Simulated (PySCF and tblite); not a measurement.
Results of a calculation; reference values are marked as such.
Stationary points of CH₂O₂ at GFN2-xTB, in Å:

Structure A

```
 1 O    -0.568    0.239   -1.343
 2 C    -0.366   -0.076   -0.218
 3 O     0.859   -0.330    0.299
 4 H    -1.178   -0.257    0.515
 5 H     1.253    0.424    0.747
```

Structure B

```
 1 O    -3.650    0.643   -0.977
 2 C    -3.308    0.680    0.159
 3 O    -2.031    0.753    0.540
 4 H    -4.026    0.657    1.007
 5 H    -1.909    0.775    1.498
```

Structure C

```
 1 O    -3.388    1.081   -0.781
 2 C    -3.389    0.638    0.326
 3 O    -2.351    0.606    1.144
 4 H    -4.263    0.191    0.824
 5 H    -1.566    0.997    0.723
```

Level: PBE0/pcSseg-2 + D3(BJ) on GFN2-xTB stationary points, with GFN2-xTB thermal terms.

**Question.** Which structure is a saddle point, and along which motion?

**Answer.** A: one imaginary mode (677i cm⁻¹ at GFN2-xTB, mostly on H5), along the rotation about the C2–O3 bond (torsion O1–C2–O3–H from 0° to 180°, rising).

**Question.** Give their symmetry and energies above the lowest.

**Answer.** A C1, 13.1 kcal/mol; B Cs, 4.3 kcal/mol; C Cs, 0.0 kcal/mol.
